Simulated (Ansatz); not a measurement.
# CH₄O (triplet): wave-function methods side by side at distance O1–H3 along a hydrogen transfer = 1.041 Å, cc-pVDZ

An exercise on one series of results from a longer session: the logs are not shown, and one member is left open.

Computed with Ansatz 0.2.0, Gaussian basis. Level: cc-pVDZ, core rule «outside noble gas», up to 2 orbitals frozen.

To be run: UHF; CCSD(T) on ROHF; CCSD(T) on UHF; BCCD(T) on ROHF; CISD; CCSDT(Q) on ROHF; CCSDT(Q) on UHF; CASSCF and MRCISD+Q, 4 electrons in 4 orbitals; CASSCF and NEVPT2, 4 electrons in 4 orbitals.

5 further runs of the same task are left out: 5 that didn't finish.

## What is computed

The geometry derives from fragments relaxed apart (PBE0/def2-TZVP) and kept rigid, so it is no stationary point. A hydrogen atom is moved between rigid fragments.

6 atoms, charge 0, spin multiplicity 3.

Atoms are counted from 1 here; the program's logs count them from 0.

Bond lengths: O1–H2 0.960 Å, O1–H3 1.041 Å, C4–H5 1.079 Å, C4–H6 1.079 Å. Angles: H2–O1–H3 105.1°, H5–C4–H6 134.8°.

Geometry (Å):

| atom | x (Å) | y (Å) | z (Å) |
| --- | --- | --- | --- |
| O1 | -1.19922 | -0.02915 | 0.00000 |
| H2 | -1.44853 | 0.89743 | 0.00000 |
| H3 | -0.15822 | -0.02915 | 0.00000 |
| C4 | 1.42378 | -0.02915 | 0.00000 |
| H5 | 1.83825 | -0.02915 | 0.99616 |
| H6 | 1.83825 | -0.02915 | -0.99616 |

The first run:

Contents of in.yaml:

```yaml
crystal:
  periodic: [false, false, false]
  atoms:
    - {symbol: O, position_ang: [-1.199219, -0.029147, 0.000000]}
    - {symbol: H, position_ang: [-1.448529, 0.897428, 0.000000]}
    - {symbol: H, position_ang: [-0.158219, -0.029147, 0.000000]}
    - {symbol: C, position_ang: [1.423781, -0.029147, 0.000000]}
    - {symbol: H, position_ang: [1.838249, -0.029147, 0.996161]}
    - {symbol: H, position_ang: [1.838249, -0.029147, -0.996161]}
basis:
  gaussian: {orbitals: cc-pVDZ}
magnetization: {spin_polarized: true, initial_magnetization: 2}
hamiltonian: {xc: hf}
output: {orbitals: {seedname: orbitals}}
```

Started as:

```sh
$ ansatz run in.yaml --threads 1 --pin off --events-out ev --progress --plain --max-ram 2393MiB
```

Steps of the session up to this table: UHF; CCSD(T) on ROHF; CCSD(T) on UHF; BCCD(T) on ROHF; CISD; CCSDT(Q) on ROHF; CCSDT(Q) on UHF; CASSCF and MRCISD+Q, 4 electrons in 4 orbitals; CASSCF and NEVPT2, 4 electrons in 4 orbitals.

One of the session's tables, all rows but one given; the rest of the session is left out.

It belongs to the step «Misses and costs». 

```
       method  from UCCSDT(Q) (meV)
         ROHF               +9497.0
          UHF               +9290.0
         RMP2               +1010.9
         UMP2               +1002.2
         CISD                +931.0
        RCCSD                +203.0
        UCCSD                +199.1
     RCCSD(T)                 +36.7
     UCCSD(T)                 +35.7
      BCCD(T)                 +36.4
       RCCSDT                 +19.0
       UCCSDT                 +18.0
    RCCSDT(Q)                  +1.2
    UCCSDT(Q)                     0
  CASSCF pair               +8853.8
  NEVPT2 pair               +1018.4
  MRCISD pair                     ?
MRCISD+Q pair                +113.2
```

**Question.** Estimate the row for MRCISD pair.

**Answer.** from UCCSDT(Q) (meV): +830.1. In the column «from UCCSDT(Q) (meV)» it lies between RCCSD (+203.0) and CISD (+931.0).

Limits of these values: Restricted and unrestricted rows rest on different reference determinants; where their highest levels disagree by more than a few hundredths of an eV, they describe different states and don't form one ladder.
